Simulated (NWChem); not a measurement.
**Atomisation of hydrogen isocyanide (CHN)**

```xyz
3

C      0.0000     0.0000     0.7411
N      0.0000     0.0000    -0.4304
H      0.0000     0.0000    -1.4339
```
Charge 0, spin multiplicity 1.

All runs are NWChem calculations. The geometry was optimised at PBE0/def2-SVP, a minimum by its harmonic frequencies.

Basis set: def2-TZVP. The atomisation energy is electronic alone: no zero-point, thermal, spin-orbit or counterpoise terms. No value is extrapolated to the basis-set limit. Free atoms are single determinants with multiplicities C 3, N 4, H 2. Correlated methods freeze the same cores in atoms and molecule, 2 orbitals in all.

B3LYP has NWChem's definition, with VWN1-RPA local correlation. No SCF solution was tested for a lower state. Open-shell Hartree-Fock references start from PBE0 orbitals. Coupled-cluster values serve here as a point of comparison, not as the truth.

Q: For the atomisation energy, CCSD(T) gives 284.8 kcal/mol and B3LYP gives 298.5 kcal/mol. What do PBE0, MP2 give?

A: PBE0: 296.6 kcal/mol; MP2: 293.6 kcal/mol.
